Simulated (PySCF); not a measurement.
Consider `[CH3]` (CH3•, doublet). Numbering: `[CH3:1]`

Level of theory: ωB97X-D3(BJ)/ma-def2-TZVP single points in PySCF, grid level 2; every species was optimised with PBE0-D3(BJ)/ma-def2-SVP. The prefix ma- adds one diffuse s and one diffuse p function on all atoms but H. Zero-point and thermal terms (298.15 K, 1 bar) come from unscaled PBE0-D3(BJ)/ma-def2-SVP harmonic frequencies, with soft modes damped to free rotors in the entropy.

(1) What are the vertical and the adiabatic ionisation energy for forming the singlet cation?

(2) What oxidation potential follows in acetonitrile (IEF-PCM), given that Fc+/Fc comes at 4.54 V absolute with this functional and basis?

## Answers

(1) 9.79 eV vertical and 9.83 eV adiabatic, the latter with zero-point energy, which puts it above the vertical value.

(2) In the gas phase ΔG of oxidation is 9.853 eV, and solvation is -3.7 kJ/mol for the parent and -324.1 kJ/mol for the product, so the absolute potential is 6.53 V, or 1.99 V against Fc+/Fc. Fc+/Fc in acetonitrile, 4.54 V, is ωB97X-D3(BJ)/ma-def2-TZVP on PBE0-D3(BJ)/def2-SVP structures with GFN2-xTB thermal terms. Benchmark calculations put it near 5.0 V in acetonitrile and DMSO, so it is about 0.5 V low, and the value against it can read up to that much too high. The solvent is electrostatics only, on gas-phase structures; the absolute scale refers to an electron at rest in vacuum.
